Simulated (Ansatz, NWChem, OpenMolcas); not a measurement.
# How methods differ on NH2 (SMILES [NH2])

The species is NH2 (3 atoms), meant as a doublet with charge 0. SMILES: `[NH2]`. The coordinates come from a PBE0-D4/def2-TZVP relaxation.

```xyz
3

N     0.3371   -0.2000    0.1662
H     0.1308    0.8059    0.1594
H    -0.4678   -0.6059   -0.3256
```

Each level gives the vertical ionisation energy (to the singlet cation) (eV). The values are calculated.

```json
{"level": "UHF/def2-TZVPPD", "kind": "Hartree–Fock", "program": "NWChem", "value (eV)": "11.79", "CPU time (all runs)": "11 s"}
{"level": "U-r2SCAN/def2-TZVPPD", "kind": "meta-GGA", "program": "OpenMolcas", "value (eV)": "13.04", "CPU time (all runs)": "36 s"}
{"level": "UM06-2X/def2-TZVPPD", "kind": "hybrid meta-GGA", "program": "NWChem", "value (eV)": "12.60", "CPU time (all runs)": "29 s"}
{"level": "U-wB97M-V/def2-TZVPPD", "kind": "range-separated hybrid", "program": "Ansatz", "value (eV)": "12.49", "CPU time (all runs)": "10 s"}
{"level": "UHSE06/def2-TZVPPD", "kind": "range-separated hybrid", "program": "Ansatz", "value (eV)": "12.84", "CPU time (all runs)": "3.2 s"}
{"level": "UB2PLYP/def2-TZVPPD", "kind": "double hybrid", "program": "Ansatz", "value (eV)": "12.67", "CPU time (all runs)": "3.4 s"}
{"level": "UPBE-QIDH/def2-TZVPPD", "kind": "double hybrid", "program": "Ansatz", "value (eV)": "12.77", "CPU time (all runs)": "3.4 s"}
{"level": "UCCSD/def2-TZVPPD", "kind": "coupled cluster or CI", "program": "Ansatz", "value (eV)": "12.40", "CPU time (all runs)": "5.2 s"}
```

The values span 11.79 to 13.04 eV. In so small a basis fixed costs decide the times, and correlated methods can beat functionals. Times are those of the runs behind each value, whatever else they computed, on shared processors of several kinds: orders of magnitude only.
